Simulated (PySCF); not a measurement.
**CHNS: core ionisation energies**

Isothiofulminic acid, CHNS.
Numbering: `[C-:1]#[N+:2][SH:3]`

Geometry (PBE0-D3(BJ)/def2-SVP, Å), atoms numbered from 1 in this order:
```xyz
4
CHNS angstrom
C      1.8035   -0.1123   -0.4045
N      0.6357    0.0623   -0.4052
S     -0.9796    0.4108   -0.5290
H     -1.3764   -0.4512    0.4367
```

Computed, not measured: delta-SCF UKS SCAN, pcX-2 on the ionised atom, pcseg-1 elsewhere, spin-free X2C (PySCF). Each binding energy is the total energy of the core-ionised species, with the hole localised on one atom, minus that of the ground state; both are solved self-consistently, so orbital relaxation is included.

Task: List the computed XPS lines with their assignment.

Result: 
```
atom(s)              bonded to  level  binding energy (eV)  count
     C1        N (triple bond)   C 1s               292.41      1
     N2  S and C (triple bond)   N 1s               407.03      1
     S3                N and H   S 1s              2480.08      1
```

Task: Which photon wavelength matches the C 1s of C1 threshold?

Result: λ = hc/E = 12398.42 eV Å / 292.41 eV = 42.401 Å.

Task: Give the binding energy of C 1s of C1 in hartree and in kJ/mol.

Result: 292.41 eV = 10.7459 Eh = 28213 kJ/mol.

Not every level is listed. The unrestricted hole states depart most from a pure doublet (⟨S²⟩ = 0.75; over 0.85 named) for C 1s of C1 (0.90), which makes this value less certain. Geometry: PBE0-D3(BJ)/def2-SVP; no solvent, vibrations or thermal averaging.
